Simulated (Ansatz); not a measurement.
One elementary step

Start structure (SiH3F, singlet), relaxed at PBE0-D4/def2-TZVP:

```xyz
5
angstrom
Si -0.7291 0.0411 0.6638
H 0.3498 -1.3435 -1.2338
F 0.7015 -0.5249 -0.9742
H 0.4808 0.4042 1.5088
H -0.8029 1.4231 0.0356
```

The step: SiH₂ + HF → SiH₃F ([F][SiH3]); bonds formed: Si1–H2, Si1–F3; bonds broken: H2–F3. Ansatz 0.2.0; basis: def2-TZVPP and def2-QZVPP; cores frozen in the correlated methods. Extrapolation: Hartree–Fock as exp(−7.88 √X), correlation as X^−2.97. Energies below are by CCSD(T) at an estimated basis limit (MP2 extrapolated from triple and quadruple zeta, plus CCSD(T) − MP2 in triple zeta).

What are the electronic barrier and the energy of the step, from the start structure to the end structure? (Judge from chemistry; the value comes from the calculation.)

By the calculation: Barrier 47.5 kJ/mol; step energy -339.7 kJ/mol (downhill); reverse barrier, their difference, 387.2 kJ/mol. Barrier and step energy count from the start structure, the reverse barrier from the end structure.

The saddle point: One imaginary mode of 1179i cm⁻¹.
| pair | start (Å) | saddle (Å) | end (Å) |
| --- | --- | --- | --- |
| Si1–H2 | 2.58 | 1.68 | 1.48 |
| Si1–F3 | 2.25 | 1.96 | 1.60 |
| H2–F3 | 0.93 | 1.13 | 2.50 |

Zero-point energy (harmonic, PBE0-D4): ZPE is 66.3 kJ/mol at the start and 58.4 kJ/mol at the saddle, so the barrier goes from 47.5 to 39.7 kJ/mol.

T1 diagnostic: at most 0.017. The restricted Hartree–Fock reference is unstable towards an unrestricted one at one or more of these structures.

Losses and insertions of silylenes and their heavier kin drive the gas-phase chemistry of silicon and germanium vapour deposition.

Labels in which every atom is bracketed show which atoms are joined, not bond orders.

For scale, one of the runs: CCSD(T)/def2-TZVPP, 115 basis functions, launched by `ansatz run in.yaml --threads 2 --pin off --events-out ev --progress --plain --max-ram 4352MiB`. Hardware: 2 CPU threads of an Intel Xeon Platinum 8488C, shared host. Wall time about 3.8 s.
